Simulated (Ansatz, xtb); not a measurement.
Loss of CH3F: C3H4F2 → C2HF + CH3F

Species: C3H4F2 `C=CC(F)F`, singlet; C2HF (fluoroacetylene) `C#CF`, singlet; CH3F (fluoromethane) `CF`, singlet. 

Shapes, held fixed at every level: PBE0-D4/def2-TZVP. Flexible molecules stand in one conformer, not always the lowest. Programs: Ansatz 0.2.0, xtb 6.7.1. The zero-point and thermal change to 298 K, harmonic and unscaled (PBE0-D4/def2-TZVP), is -9.9 kJ/mol.

| level | kind | ΔH(298 K) (kJ/mol) | less CCSD(T)/CBS estimate |
| --- | --- | --- | --- |
| GFN2-xTB | semi-empirical | +170.6 | -82.2 |
| HF/def2-TZVPP | Hartree–Fock | +242.8 | -10.0 |
| SPW92/def2-TZVPP | LDA | +293.1 | +40.3 |
| PBE0-D4/def2-TZVPP | global hybrid | +268.1 | +15.3 |
| wB97X-V/def2-TZVPP | range-separated hybrid | +264.9 | +12.1 |
| MP2/def2-TZVPP | perturbation theory | +248.0 | -4.8 |
| CCSD(T)/def2-SVP | coupled cluster or CI | +259.9 | +7.1 |
| CCSD/def2-TZVPP | coupled cluster or CI | +251.8 | -1.0 |
| CCSD(T)/CBS estimate | coupled cluster or CI | +252.8 | 0.0 |

The highest level, CCSD(T)/CBS estimate, gives ΔH(298 K) = +252.8 kJ/mol; the levels span +170.6 to +293.1. GFN2-xTB strays far from the other rows. The column of differences is taken from that level and isn't an error. No measured value is set beside it here. The CBS estimate extrapolates MP2 from def2-TZVPP and def2-QZVPP and adds CCSD(T) − MP2 in the triple-zeta set, cores frozen.
